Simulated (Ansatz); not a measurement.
in.yaml

```yaml
crystal:
  periodic: [false, false, false]
  atoms:
    - {symbol: Ge, position_ang: [0.052305, 0.034989, 1.084001]}
    - {symbol: S, position_ang: [-0.080154, -0.113502, -2.471435]}
    - {symbol: H, position_ang: [-0.828456, 1.207886, 1.585345]}
    - {symbol: H, position_ang: [-0.521106, -1.321077, 1.553910]}
    - {symbol: H, position_ang: [0.129970, 1.202390, -2.638544]}
basis:
  gaussian: {orbitals: cc-pVDZ}
magnetization: {spin_polarized: true, initial_magnetization: 1}
correlation: {method: ccsdt_q, electrons: outside_noble_gas}
```

```sh
$ ansatz run in.yaml --threads 1 --pin off --events-out ev --progress --plain --max-ram 2393MiB
```

(1) Roughly how long does this take on 1 thread of Arm Neoverse V1, shared host, and how much host memory?

```
1166 factors; integrals over basis functions are off by at most 1.9e-7 eV
mean field evaluation 1: about -67331.4943 eV, gradient 1.5e1 eV
mean field evaluation 2: about -67331.5108 eV, gradient 1.5e1 eV
mean field evaluation 4: about -67334.2391 eV, gradient 2.6e0 eV
mean field evaluation 8: about -67334.1665 eV, gradient 2.7e0 eV
mean field evaluation 16: about -67335.5041 eV, gradient 2.3e-2 eV
mean field evaluation 32: about -67334.2284 eV, gradient 2.2e-1 eV
mean field evaluation 64: about -67332.3915 eV, gradient 1.1e1 eV
mean field evaluation 96: about -67335.1711 eV, gradient 7.3e-5 eV
mean field evaluation 128: about -67332.4812 eV, gradient 9.9e0 eV
mean field evaluation 160: about -67329.7660 eV, gradient 1.4e1 eV
...
cycle  49  -6.69303248 eV  change    2.6e-6 eV  update   3.6e-6
cycle  50  -6.69303173 eV  change    7.5e-7 eV  update   3.1e-6
cycle  51  -6.69303224 eV  change   -5.1e-7 eV  update   2.0e-6
cycle  52  -6.69303279 eV  change   -5.5e-7 eV  update   1.6e-6
cycle  53  -6.69303319 eV  change   -4.0e-7 eV  update   1.2e-6
cycle  54  -6.69303346 eV  change   -2.7e-7 eV  update   9.6e-7
cycle  55  -6.69303390 eV  change   -4.4e-7 eV  update   8.3e-7
cycle  56  -6.69303456 eV  change   -6.6e-7 eV  update   7.9e-7
cycle  57  -6.69303514 eV  change   -5.9e-7 eV  update   6.7e-7
cycle  58  -6.69303556 eV  change   -4.2e-7 eV  update   6.0e-7
perturbative correction -0.01686563 eV, -0.0006198005 hartree
Total energy: -67342.21403753 eV, -2474.7807196871 hartree
```

Results:

(1) 4.4 min wall and 0.63 GiB.
